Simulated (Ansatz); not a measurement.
Two shapes of doublet CH₃NO(+).

Shape 1:

```xyz
6

C    -0.3783    0.1138   -0.0716
O    -0.5711   -1.0003    0.2895
N     0.8275    0.7144   -0.1331
H    -1.1972    0.7745   -0.3972
H     0.9270    1.6534   -0.4515
H     1.6431    0.2028    0.1353
```

Shape 2:

```xyz
6

C    -0.3205    0.2219   -0.1018
O    -0.5860   -1.0663    0.3105
N     0.7862    0.6780   -0.1257
H    -1.2037    0.7633   -0.3941
H     0.9250    1.6596   -0.4539
H     1.6499    0.2023    0.1363
```

Basis set: def2-SVP (spherical functions). Frozen core: 3 orbitals. Charge 1, multiplicity 2.

Computed with Ansatz (development build ahead of 0.2.0); each method stands on the lowest determinant of its kind that the runs found.

**Question.** Which shape is lower in energy, and by how much in each method?

**Answer.**

```
 method  E(2) − E(1) (eV)
    UHF             0.161
UHF-MP2             0.242
```

Shape 1 is lower.
